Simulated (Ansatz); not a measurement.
# OF (doublet): from Hartree-Fock to the top rungs, def2-TZVPP

An exercise on one series of results from a longer session: the logs are not shown, and one member is left open.

The runs use Ansatz 0.2.0, Gaussian basis; def2-TZVPP, core rule «outside noble gas», up to 2 orbitals frozen.

To be run: UHF; ROHF; CCSD(T) on UHF.

### What is computed

The geometry is a PBE0/def2-TZVP stationary point (not a proven minimum) of the parent state, kept for this charge and spin.

2 atoms, charge 0, spin multiplicity 2.

Atoms are counted from 1 here; the program's logs count them from 0.

No contacts short enough for the rule that draws bonds.

Set-up of the first run:

Input file in.yaml:

```yaml
crystal:
  periodic: [false, false, false]
  atoms:
    - {symbol: O, position_ang: [0.000000, 0.000000, 0.000000]}
    - {symbol: F, position_ang: [0.000000, 0.000000, 1.742500]}
basis:
  gaussian: {orbitals: def2-TZVPP}
magnetization: {spin_polarized: true, initial_magnetization: 1}
hamiltonian: {xc: hf}
output: {orbitals: {seedname: orbitals}}
```

The run is started by

```bash
ansatz run in.yaml --threads 1 --pin off --events-out ev --progress --plain --max-ram 2816MiB --backend cpu
```

Steps of the session up to this table: UHF; ROHF; CCSD(T) on UHF.

One of the session's tables, all rows but one given; the rest of the session is left out.

It belongs to the step «Misses and costs». 

```
  method  from UCCSD(T) (kJ/mol)
    ROHF                 +1348.5
     UHF                       ?
    UMP2                  +163.8
   UCCSD                   +43.5
UCCSD(T)                       0
```

Q: Estimate the row for UHF from the others.

**Answer.** from UCCSD(T) (kJ/mol): +1105.7. In the column «from UCCSD(T) (kJ/mol)» it lies between UMP2 (+163.8) and ROHF (+1348.5).

Limits of these values: The determinant is far from a pure spin state, so its energy mixes those of several spin states (harmless only where they are near-degenerate, as at dissociation).
